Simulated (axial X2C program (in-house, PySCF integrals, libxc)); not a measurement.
Testing model relations on SH⁻

A bond curve at the CCSD(T) level, two-component, was computed with an in-house all-electron X2C program for linear molecules (integrals from PySCF) (basis S dyall-av3z [9s8p3d2f], H dyall-av3z [7s3p2d] (cores contracted in-house)) for the state Ω = 0 (closed shell). Its fit gives Re = 1.3499 Å, ωe = 2633.3 cm⁻¹, ωexe = 52.3 cm⁻¹ and αe = 2.942e-01 cm⁻¹; the masses are 31.9721 and 1.0078 u. Two-component means X2C with spin–orbit coupling and atomic mean-field Coulomb and Gaunt terms.

Correlated methods: 8 electrons correlated (number of frozen shells: S 2 s, 1 p; H none), 146 virtual spin orbitals or spinors in MP2, 90 natural virtuals in coupled cluster.

Question: Find the reduced mass, Be and the force constant.

Answer: From the CCSD(T) values: μ = 0.9770 u. Be = 16.8576/(μ Re²) = 9.469 cm⁻¹. k = 5.8918×10⁻⁷ μ ωe² = 3.99 mdyn/Å.

Question: Give B0, the J = 1←0 line in GHz and the most populated J at 300 K (kT = 208.5 cm⁻¹).

Answer: B0 = Be − αe/2 = 9.322 cm⁻¹; 2B0 = 558.9 GHz; J(max) ≈ √(kT/2B0) − 1/2 = 2.8, so J = 3.

Question: Estimate the centrifugal constant by the Kratzer relation.

Answer: D = 4Be³/ωe² = 4.90e-04 cm⁻¹.

Question: A Morse curve ties αe to the other constants (Pekeris). How well does that hold?

Answer: αe(Morse) = 6Be²/ωe × (√(ωexe/Be) − 1) = 2.758e-01 cm⁻¹; the CCSD(T) curve gives 2.942e-01 cm⁻¹, a ratio of 0.94.

Question: Scale the constants to the deuteride (D 2.0141 u) within the Born–Oppenheimer picture.

Answer: ρ = √(μH/μD) = 0.7181; ωe = 1890.9, ωexe = 27, Be = 4.883 cm⁻¹; the zero-point energy falls by 365 cm⁻¹.

The state is a single determinant with fixed occupations, the lowest that a limited PBE0 search found. Coupled cluster ran in a truncated set of natural virtual spinors; the MP2 energy of the rest was added. (T) has no such correction and the atoms are truncated less, which lowers De at CCSD(T) by a hundredth of an eV or more.
